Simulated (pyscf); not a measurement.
Structures and frequencies: ωB97X-D3(BJ)/def2-SVP in PySCF. Correlated levels are frozen-core, on RHF or UHF. ΔMP2 is the change of the MP2 total energy from the triple- to the quadruple-zeta basis.

Task: For the elementary gas-phase step H₂C=C(F)–F + HF -> H₃C–C(F)(F)–F (singlet surface; F–H broken, C–H, C–F formed), what barrier and reaction energy does CCSD(T)/def2-TZVPP + ΔMP2(QZVPP) give, measured from the separated reactants?

Result: ΔE‡ = 1.83 eV, ΔE = -1.46 eV. Zero-point energy shifts the barrier by -0.02 eV. It is an addition across a multiple bond or ene-type step, with an imaginary mode of 1807i cm⁻¹. One saddle was located; it need not be the lowest between these sides. The CCSD(T) − MP2 part came from Ansatz, without density fitting, on the same reference.
